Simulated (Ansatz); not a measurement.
bcc Ta, treated with LDA in Ansatz (plane waves, PAW).

Settings: plane-wave cutoff 520 eV, 28×28×28 k mesh, Fermi–Dirac smearing 0.062 eV (set by the program), scalar-relativistic PAW data made under PBE.

Cell (relaxed at this level):

```xyz
1
Lattice="-1.6266 1.6266 1.6266 1.6266 -1.6266 1.6266 1.6266 1.6266 -1.6266" Properties=species:S:1:pos:R:3 pbc="T T T"
Ta     0.0000     0.0000     0.0000
```

Task: Give the computed Poisson ratio, elastic constant C11, polycrystal shear modulus (Hill average), Voigt–Reuss–Hill bulk modulus, elastic constant C12 and elastic constant C44.

Result: 
* **Poisson ratio**: 0.358
* **elastic constant C11**: 301 GPa
* **polycrystal shear modulus (Hill average)**: 68.6 GPa
* **Voigt–Reuss–Hill bulk modulus**: 218 GPa
* **elastic constant C12**: 176 GPa
* **elastic constant C44**: 72.8 GPa

Measured, for comparison: elastic constant C11 266 GPa, elastic constant C12 158 GPa, elastic constant C44 87.4 GPa (0 K, extrapolated to 0 K; zero-point effects included; as tabulated in Wang et al. (2022), arXiv:2209.12322). Computed (rounded) less measured: elastic constant C11 +13 %, elastic constant C12 +11 %, elastic constant C44 -17 %.

Note: shear constants of such metals converge slowly with the k mesh.

Elastic constants are with the ions relaxed.

Spin–orbit coupling is not included.

Static lattice: no zero-point or thermal effects.

Ansatz is a quantum-chemistry and plane-wave program.
